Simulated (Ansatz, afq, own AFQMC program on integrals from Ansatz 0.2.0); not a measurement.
# AlNH2, triplet → AlNH2, singlet

```yaml
atoms:
  - { symbol: Al, position_ang: [0.0000, 0.0000, 0.6865] }
  - { symbol: N, position_ang: [0.0000, 0.0000, -1.0849] }
  - { symbol: H, position_ang: [0.0000, 0.8334, -1.6498] }
  - { symbol: H, position_ang: [0.0000, -0.8334, -1.6498] }
```

Connectivity, by distances: Al–NH2.

E(singlet, charge +0) − E(triplet, charge +0) at this geometry, on UHF and RHF determinants.

Basis cc-pVDZ. Only valence electrons are correlated. AFQMC by an in-house program on the Cholesky factors that Ansatz 0.2.0 writes for its CCSD(T) run. ph-AFQMC/CISD is guided by a CISD state made of CCSD amplitudes; releasing the constraint for a short imaginary time cuts its bias at the price of noise, slowly where states lie close. ± is one standard error of the sampling. The errors of all members are added in quadrature.

No full CI on the walks' own integrals is used here; CCSDT(Q) serves as the reference and is uncertain by about the last step of the cluster series. Each member takes its own surest rung, up to full CI.

The best estimate is CCSD(T) at the basis-set limit (CBS: def2-TZVPP and def2-QZVPP, with their diffuse functions for anions and beside diffuse sets, CCSD(T) itself extrapolated) plus the step from CCSD(T) to CCSDT(Q) in cc-pVDZ. Rows without CBS are in cc-pVDZ, the functionals in def2-TZVP; B2PLYP and the wave-function rows carry a basis error of their own. Core correlation and relativity beyond core potentials are missing, and ± holds the sampling alone.

Cautions: AlNH₂ (triplet): another spin lies lower.

Best estimate: -2.520 eV.

| level | vertical spin gap (eV) | error against the best estimate (eV) |
| --- | --- | --- |
| HF | -1.690 | 0.830 |
| MP2 | -2.221 | 0.298 |
| CCSD | -2.437 | 0.083 |
| CCSD(T) | -2.447 | 0.073 |
| CCSDT | -2.446 | 0.074 |
| CCSDT(Q) | -2.446 | 0.073 |
| ph-AFQMC/CISD | -2.445 ± 0.006 | 0.075 ± 0.006 |
| released AFQMC | -2.442 ± 0.005 | 0.078 ± 0.005 |
| HF/CBS | -1.669 | 0.850 |
| MP2/CBS | -2.371 | 0.148 |
| CCSD(T)/CBS | -2.522 | -0.002 |
| PBE | -2.407 | 0.113 |
| r2SCAN | -2.181 | 0.339 |
| PBE0 | -2.354 | 0.165 |
| B3LYP | -2.596 | -0.077 |
| wB97M-V | -2.878 | -0.358 |
| B2PLYP | -2.555 | -0.035 |

Correlation beyond CCSD(T) adds 0.002 eV. Going to the basis-set limit takes off 0.075 eV at CCSD(T). The perturbative (T) step is worth −0.010 eV. The functionals spread over 0.697 eV; B2PLYP comes nearest and wB97M-V is 0.358 eV too low.

Best estimates are given only where the step beyond CCSD(T) is under 0.3 eV and no member's determinant is very poor (T1 over 0.05, or 0.07 for open shells, ⟨S²⟩ too high by 0.3, two states mixed), so the hardest cases are missing from such tables.

The functionals ran in a triple-zeta set and keep a basis error of their own, a few kJ/mol for each bond in atomization energies and more for double hybrids, so close places among them and the extrapolated levels can swap.

CCSDT and higher add their correlation energy to the determinant of the CCSD(T) run, since their own runs factorise the integrals more tightly (a shift of under 2 meV). Each member of a difference takes its own highest rung, so a best estimate needn't equal the limit plus the step of one row. A walk keeps the symmetry of its determinant, which the program's search chose and which needn't be the lowest solution, so a lower state of the same spin and another symmetry isn't excluded. Released energies are given only where the last usable release times agree within the noise; a slower fall can still hide under it.
